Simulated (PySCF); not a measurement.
## One molecule, a ladder of functionals, a line

Molecule: SMILES ClC(Cl)[C@H]1CO1, C$_{3}$H$_{4}$Cl$_{2}$O.

Structure with atom numbers: `[Cl:1][CH:2]([Cl:3])[C@H:4]1[CH2:5][O:6]1`. Each H is labelled by its parent atom. Ha(C5) is cis to C2 on the ring; Hb(C5) is trans to C2 on the ring.

GIAO shieldings (ppm, equivalent atoms averaged) in PySCF on the PBE0-D3(BJ)/def2-SVP geometry, basis pcSseg-2, gas phase, non-relativistic:

```csv
functional,exact exchange (%),σ(Cl1),σ(Cl3),σ(C2),σ(C4)
BLYP,0,648.2,692.9,81.6,116.5
BP86,0,666.2,712.1,87.4,121.2
PBE,0,669.2,715.3,87.9,121.6
B3LYP,20,676.9,718.5,90.6,122.7
PBE0,25,703.3,745.2,98.5,128.7
BHandHLYP,50,714.0,751.2,102.4,130.8
HF,100,773.2,802.4,120.1,143.4
```

Q: Fit each shielding as a line in the percentage of exact exchange.

A: σ(Cl1) = 662.0 + 1.11 x (rms 8.5 ppm); σ(Cl3) = 707.5 + 0.95 x (rms 9.0 ppm); σ(C2) = 85.9 + 0.34 x (rms 2.6 ppm); σ(C4) = 119.9 + 0.23 x (rms 2.0 ppm). The functionals also differ in their semilocal parts, which the line can't hold; Hartree–Fock has no correlation at all.

Q: What does the line predict for mPW1PW91 (25 %), and what does the run give?

A: σ(Cl1): 689.8 predicted, 701.4 computed; σ(Cl3): 731.2 predicted, 742.5 computed; σ(C2): 94.4 predicted, 97.5 computed; σ(C4): 125.7 predicted, 128.0 computed ppm.
